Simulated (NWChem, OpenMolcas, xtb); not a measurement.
## How methods differ on C6H6 (fulvene)

The species is C6H6 (12 atoms), meant as a singlet with charge 0. SMILES: `C=C1C=CC=C1`. The coordinates come from a PBE0-D4/def2-TZVP relaxation.

Each level gives the dipole moment (D). The values are calculated.

Measured value to compare with: NIST CCCBDB gives the dipole moment of the gas as 0.42 D.

| level | kind | program | value (D) | computed − measured |
| --- | --- | --- | --- | --- |
| GFN0-xTB | semi-empirical | xtb | 2.11 | +1.69 |
| HF/def2-SVP | Hartree–Fock | OpenMolcas | 0.62 | +0.20 |
| SVWN5/def2-SVP | LDA | NWChem | 0.65 | +0.23 |
| revPBE/def2-SVP | GGA | NWChem | 0.64 | +0.22 |
| r2SCAN/def2-SVP | meta-GGA | OpenMolcas | 0.67 | +0.25 |
| BHLYP/def2-SVP | global hybrid | OpenMolcas | 0.63 | +0.21 |

Nearest: HF/def2-SVP (+0.20 D); farthest: GFN0-xTB (+1.69 D). The measured dipole is a vibrational average, so differences of a few hundredths of a debye mean little. Computed less measured by kind, in D (def2-SVP rows): semi-empirical +1.69; Hartree–Fock +0.20; LDA +0.23; GGA +0.22; meta-GGA +0.25; global hybrid +0.21. Magnitudes only: a small dipole may point the other way at some levels.
